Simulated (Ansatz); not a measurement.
# NO+ (singlet): wave-function methods side by side at distance N1–O2 = 0.929 Å, 6-31G

Aim: climb from Hartree-Fock through coupled cluster and multireference methods for NO+ (singlet) at one geometry and basis, and see what each rung misses.

The runs use Ansatz 0.2.0, Gaussian basis; 6-31G, core rule «outside noble gas», up to 2 orbitals frozen.

Plan: UHF; CCSD(T) on RHF; BCCD(T) on RHF; CISD; CCSDT(Q) on RHF; CISDTQ; CCSDTQ on RHF; CASSCF and MRCISD+Q, 2 electrons in 2 orbitals; CASSCF and NEVPT2, 2 electrons in 2 orbitals; CASSCF and MRCISD+Q, 10 electrons in 8 orbitals; CASSCF and NEVPT2, 10 electrons in 8 orbitals; Full CI.

36 further runs of the same task are left out: 11 for a known fault of the program, 16 that didn't finish, 9 set aside as unsound or not needed. Runs told in other sessions of the task aren't counted.

### 1 What is computed

The geometry derives from a PBE0/def2-TZVP stationary point (not a proven minimum). One bond is set to the value named and the two fragments are kept rigid.

2 atoms, charge 1, spin multiplicity 1.

Atoms are counted from 1 here; the program's logs count them from 0.

Bond lengths: N1–O2 0.929 Å.

### 2 UHF

in.yaml

```yaml
crystal:
  periodic: [false, false, false]
  atoms:
    - {symbol: N, position_ang: [0.000000, 0.000000, 0.000000]}
    - {symbol: O, position_ang: [0.000000, 0.000000, 0.929000]}
basis:
  gaussian: {orbitals: 6-31G}
total_charge: 1
magnetization: {spin_polarized: true, initial_magnetization: 0}
hamiltonian: {xc: hf}
output: {orbitals: {seedname: orbitals}}
```

Run with:

```console
> ansatz run in.yaml --threads 1 --pin off --events-out ev --progress --plain --max-ram 2393MiB
```

Further steps of the session: CCSD(T) on RHF; BCCD(T) on RHF; CISD; CCSDT(Q) on RHF; CISDTQ; CCSDTQ on RHF; CASSCF and MRCISD+Q, 2 electrons in 2 orbitals; CASSCF and NEVPT2, 2 electrons in 2 orbitals; CASSCF and MRCISD+Q, 10 electrons in 8 orbitals; CASSCF and NEVPT2, 10 electrons in 8 orbitals; Full CI.

Before running them: what should the planned runs give, taken together? Wanted: FCI from the RHF energy; RMP2 from FCI; RCCSD from FCI; RCCSD(T) from FCI; RCCSDT(Q) from FCI; NEVPT2 pair from FCI; MRCISD+Q pair from FCI; NEVPT2 valence from FCI; T1 diagnostic.

The runs gave:

| quantity | value |
| --- | --- |
| FCI from the RHF energy | -5.9854 eV |
| RMP2 from FCI | +33.3 meV |
| RCCSD from FCI | +186.9 meV |
| RCCSD(T) from FCI | +36.5 meV |
| RCCSDT(Q) from FCI | -0.8 meV |
| NEVPT2 pair from FCI | +145.6 meV |
| MRCISD+Q pair from FCI | +137.5 meV |
| NEVPT2 valence from FCI | +416.3 meV |
| levels within 1 kcal/mol (43 meV) | RMP2, RCCSD(T), BCCD(T), RCCSDT, CISDTQ, RCCSDT(Q), RCCSDTQ, MRCISD+Q valence |
| T1 diagnostic | 0.012 |
| effectively unpaired electrons | 0.05 |

RCCSD(T) misses by +36.5 meV, 0.6 % of the correlation energy. One determinant dominates. Of the multireference levels listed MRCISD+Q valence comes nearest in total energy (+14.3 meV), which doesn't show that its space is the better one. These misses are within one basis, not against nature.
